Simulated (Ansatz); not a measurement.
A run of Ansatz (development build ahead of 0.2.0) on singlet C4H8 at this shape:

```yaml
atoms:
  - { symbol: C, position_ang: [0.0021, -0.0077, -1.4531] }
  - { symbol: C, position_ang: [-0.0036, -0.0033, -0.1297] }
  - { symbol: C, position_ang: [0.0071, 1.2745, 0.6713] }
  - { symbol: C, position_ang: [0.0079, -1.2747, 0.6726] }
  - { symbol: H, position_ang: [0.0004, -0.9430, -2.0271] }
  - { symbol: H, position_ang: [0.0086, 0.9313, -2.0342] }
  - { symbol: H, position_ang: [-0.0007, 2.1572, 0.0250] }
  - { symbol: H, position_ang: [-0.8923, 1.3251, 1.3386] }
  - { symbol: H, position_ang: [0.8904, 1.3196, 1.3437] }
  - { symbol: H, position_ang: [0.0096, -2.1643, 0.0326] }
  - { symbol: H, position_ang: [0.8834, -1.3305, 1.3337] }
  - { symbol: H, position_ang: [-0.8895, -1.3284, 1.3392] }
```

Its results:

```
Converged                       : yes
Total energy                    : -156.16768 hartree
Spin squared of the determinant : 0.000
```

Question: Which input gives this output? Name the method, the orbitals and the basis set, and write the input.

Answer: RHF in def2-TZVP. An unrestricted run that stays on the closed shell gives the same numbers.

```yaml
crystal:
  periodic: [false, false, false]
  atoms:
    - { symbol: C, position_ang: [0.0021, -0.00769, -1.45315] }
    - { symbol: C, position_ang: [-0.00361, -0.00329, -0.1297] }
    - { symbol: C, position_ang: [0.00712, 1.27451, 0.67134] }
    - { symbol: C, position_ang: [0.00789, -1.27474, 0.67265] }
    - { symbol: H, position_ang: [0.0004, -0.94303, -2.02714] }
    - { symbol: H, position_ang: [0.00862, 0.93133, -2.03424] }
    - { symbol: H, position_ang: [-0.00068, 2.15715, 0.025] }
    - { symbol: H, position_ang: [-0.8923, 1.32507, 1.33859] }
    - { symbol: H, position_ang: [0.89043, 1.31957, 1.34366] }
    - { symbol: H, position_ang: [0.00957, -2.16426, 0.03264] }
    - { symbol: H, position_ang: [0.88336, -1.33047, 1.33373] }
    - { symbol: H, position_ang: [-0.88952, -1.3284, 1.33924] }
basis:
  gaussian: { orbitals: def2-TZVP }
hamiltonian:
  xc: hf
```
